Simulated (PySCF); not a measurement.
**Gas-phase thermal properties of (CH3)2Si**

Method: PySCF energies (xtb for GFN2) plus ideal-gas RRHO corrections (1 bar). 6-31G* has spherical d functions here. All species are closed-shell singlets. B3LYP is the form with VWN-RPA correlation. No R ln 2 is added for the mirror-image form of (CH3)2Si. (CH3)2Si: computed as isolated molecules; such fragments, hydroxides, amides, oligomers or adducts are transient or little studied in the gas. The harmonic model lacks anharmonicity and excited electronic states, which grow with temperature; levels with a mode under 35 cm⁻¹ are left out. Internal rotation in (CH3)2Si is treated as a harmonic vibration of one conformer, which makes the entropy rough.

| level | point group | σ | ZPE (kJ/mol) | S°298 (J/mol/K) | Cp298 (J/mol/K) | S°1000 (J/mol/K) | H1000 − H298 (kJ/mol) |
|---|---|---|---|---|---|---|---|
| B3LYP/6-31G* | C2 | 2 | 187.9 | 299.9 | 81.9 | 439.5 | 85.9 |
| GFN2-xTB | C2 | 2 | 188.2 | 305.7 | 78.8 | 442.9 | 84.7 |
| HF/6-31G* | C2 | 2 | 199.6 | 301.4 | 78.0 | 435.6 | 82.8 |
| PBE/def2-SVP | C2 | 2 | 180.2 | 298.7 | 85.1 | 443.0 | 88.5 |
| PBE0/def2-TZVP | C2 | 2 | 186.0 | 297.1 | 82.9 | 438.4 | 86.9 |
σ: rotational symmetry number. Electronic degeneracy used: 1. Frequencies are unscaled.
